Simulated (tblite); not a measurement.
Compound: C4H5S (doublet state).
Atom-mapped SMILES: `[CH2:1]=[CH:2][CH2:3][C:4]=[S:5]` (hydrogens: H6, H7 on C1; H8 on C2; H9, H10 on C3)

Structure used (GFN2-xTB), in Å, numbered top down from 1:
```xyz
10
C4H5S angstrom
C     -1.426   -0.650   -0.399
C     -0.401   -0.346    0.375
C      0.473    0.857    0.167
C      1.846    0.512   -0.196
S      2.756   -0.771   -0.179
H     -1.727   -0.019   -1.220
H     -2.012   -1.539   -0.242
H     -0.099   -0.997    1.185
H      0.057    1.513   -0.604
H      0.542    1.446    1.090
```

Computed values, GFN2-xTB/tblite, gas phase, harmonic and unscaled. Errors from tens to a few hundred cm⁻¹ against measured bands are possible. One conformer, not necessarily the lowest. Open shells enter through the occupations alone, without spin polarisation, and single modes of such species can be off by tens of per cent.

Harmonic wavenumbers (cm⁻¹): 51.0, 129.8, 163.7, 388.6, 425.6, 653.4, 824.1, 841.5, 890.9, 941.9, 1010.5, 1061.0, 1143.4, 1238.1, 1282.9, 1362.1, 1402.1, 1413.7, 1697.6, 2908.9, 2943.9, 3067.2, 3097.5, 3127.2.

A = 10306, B = 2168, C = 1909 MHz; mass 85.011 u (most abundant isotopes); point group C1, symmetry number 1; spin multiplicity 2.

Q: What is the zero-point energy?

A: ½Σν̃ = 16033 cm⁻¹ = 45.84 kcal/mol.

Q: Entropy at 273.15 K, 1 bar (ideal gas, RRHO, classical rotation)?

A: Translation 38.83, rotation 26.16, vibration 12.33, spin (R ln 2) 1.38: S = 78.7 cal/(mol K).

Q: And Cp and H(273.15 K) − H(0)?

A: Cp = 20.13 cal/(mol K), of which vibrations give 12.19 (their classical limit is 24 R = 47.7); H(273.15 K) − H(0) = 3.89 kcal/mol without the zero-point energy, 1.72 from vibrations.

Q: How do the functions run with temperature in this model?

A: 
```
 T (K)  S (cal/(mol K))  Cp (cal/(mol K))  H − H(0) (kcal/mol)  G − H(0) (kcal/mol)  ln q(vib)
   150             68.4              14.9                 1.75                -8.51       1.57
   250             77.0              19.0                 3.44               -15.80       2.77
298.15             80.5              21.3                 4.41               -19.60       3.33
   400             87.5              26.2                 6.83               -28.15       4.50
   600             99.6              33.7                12.87               -46.89       6.79
   900            114.8              40.9                24.15               -79.13      10.08
```

q(vib) and H(0) count from the zero-point level.

Q: Which modes carry the vibrational entropy at 273.15 K?

A: 51.0 cm⁻¹: 4.61; 129.8 cm⁻¹: 2.78; 163.7 cm⁻¹: 2.34; 388.6 cm⁻¹: 0.88; 425.6 cm⁻¹: 0.75; 653.4 cm⁻¹: 0.29 cal/(mol K); the other 18 give 0.68 together.

Q: What must be added to the electronic energy to get the Gibbs energy at 273.15 K and 1 bar?

A: ZPE + [H(273.15 K) − H(0)] − T·S = 45.84 + 3.89 − 21.50 = 28.23 kcal/mol.

Hindered rotation and anharmonicity are outside this model. Other conformers, if any are populated, would add a mixing term that is left out. The structure is chiral; the term R ln 2 for an equal mix with its mirror image is left out.
